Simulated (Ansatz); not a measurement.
Molecule (SMILES): [O]O (O-OH), doublet.
Atoms: O1, O2, H3. Bonds: O1-O2, O2-H3.

How fast the optimised O1-O2 bond length converges with the basis for several methods (Ansatz, a program for electronic structure): deviation from each method's own reference, in Å. References: HF 1.2978 Å, the value in aug-pcseg-3; MP2 1.3074 Å, the value in aug-cc-pVQZ; PBE 1.3345 Å, the value in aug-pcseg-3; PBE0 1.3077 Å, the value in aug-pcseg-3. Cartesian d functions, on some or all atoms, in 6-31G*; all else is spherical. In correlated methods cores are frozen. Open shells are unrestricted. No added dispersion term, no relativity. The reference of a correlated method is not its basis-set limit, which lies further on.

```json
[
 {"basis": "6-31G*", "functions": "32", "HF": "0.0110", "MP2": "…", "PBE": "0.0050", "PBE0": "0.0072"},
 {"basis": "cc-pVDZ", "functions": "33", "HF": "0.0056", "MP2": "…", "PBE": "0.0028", "PBE0": "0.0037"},
 {"basis": "6-311+G**", "functions": "50", "HF": "0.0009", "MP2": "…", "PBE": "0.0033", "PBE0": "0.0019"},
 {"basis": "aug-cc-pVDZ", "functions": "55", "HF": "0.0038", "MP2": "…", "PBE": "0.0025", "PBE0": "0.0029"},
 {"basis": "def2-TZVP", "functions": "68", "HF": "0.0018", "MP2": "…", "PBE": "0.0009", "PBE0": "0.0010"},
 {"basis": "jun-cc-pV(T+d)Z", "functions": "92", "HF": "0.0024", "MP2": "…", "PBE": "0.0031", "PBE0": "0.0025"},
 {"basis": "aug-cc-pVTZ", "functions": "115", "HF": "0.0030", "MP2": "…", "PBE": "0.0035", "PBE0": "0.0031"},
 {"basis": "def2-QZVPP", "functions": "144", "HF": "0.0004", "MP2": "…", "PBE": "0.0011", "PBE0": "0.0007"}
]
```

Question: Complete the blanks.

Answer: 
- 6-31G*, MP2: 0.0186
- cc-pVDZ, MP2: 0.0083
- 6-311+G**, MP2: 0.0036
- aug-cc-pVDZ, MP2: 0.0142
- def2-TZVP, MP2: 0.0031
- jun-cc-pV(T+d)Z, MP2: 0.0050
- aug-cc-pVTZ, MP2: 0.0058
- def2-QZVPP, MP2: -0.0001

Mean absolute deviation over 6-311+G**, def2-TZVP, jun-cc-pV(T+d)Z, aug-cc-pVTZ: HF 0.0020, PBE0 0.0021, PBE 0.0027, MP2 0.0044 Å.
